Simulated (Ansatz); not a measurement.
# N2H3 (doublet): from Hartree-Fock to the top rungs, def2-TZVPP

An exercise on one series of results from a longer session: the logs are not shown, and one member is left open.

Program: Ansatz 0.2.0, Gaussian basis. Level of theory: def2-TZVPP, core rule «outside noble gas», up to 2 orbitals frozen. These are calculated values, not measurements.

Plan: UHF; ROHF; CCSD(T) on UHF.

2 further runs of the same task are left out: 2 set aside as unsound or not needed.

### The geometry

The geometry is a PBE0/def2-TZVP stationary point (not a proven minimum).

5 atoms, charge 0, spin multiplicity 2.

Atoms are counted from 1 here; the program's logs count them from 0.

Bond lengths: N1–N2 1.338 Å, N1–H3 1.012 Å, N1–H4 1.007 Å, N2–H5 1.021 Å. Angles: N2–N1–H3 120.9°, N2–N1–H4 113.9°, H3–N1–H4 114.6°, N1–N2–H5 106.1°.

The first run:

in.yaml

```yaml
crystal:
  periodic: [false, false, false]
  atoms:
    - {symbol: N, position_ang: [-0.060277, -0.053084, 0.622021]}
    - {symbol: N, position_ang: [0.034117, 0.122863, -0.700923]}
    - {symbol: H, position_ang: [0.213328, -0.927712, 1.050447]}
    - {symbol: H, position_ang: [0.166554, 0.767486, 1.160673]}
    - {symbol: H, position_ang: [-0.016346, -0.809450, -1.114669]}
basis:
  gaussian: {orbitals: def2-TZVPP}
magnetization: {spin_polarized: true, initial_magnetization: 1}
hamiltonian: {xc: hf}
output: {orbitals: {seedname: orbitals}}
```

Launch:

```sh
> ansatz run in.yaml --threads 1 --pin off --events-out ev --progress --plain --max-ram 4096MiB --backend cpu
```

Steps of the session up to this table: UHF; ROHF; CCSD(T) on UHF.

One of the session's tables, all rows but one given; the rest of the session is left out.

It belongs to the step «Misses and costs». 

| method | from UCCSD(T) (kJ/mol) |
| --- | --- |
| ROHF | +1162.2 |
| UHF | +1144.1 |
| UMP2 | ? |
| UCCSD | +41.1 |
| UCCSD(T) | 0 |

Estimate the missing values for UMP2.

The run gave: from UCCSD(T) (kJ/mol): +96.9. In the column «from UCCSD(T) (kJ/mol)» it lies between UCCSD (+41.1) and UHF (+1144.1).

With the free atoms at the same levels and basis (separate runs), the atomisation energy is 14.447 eV at UCCSD(T), 8.757 eV at ROHF.
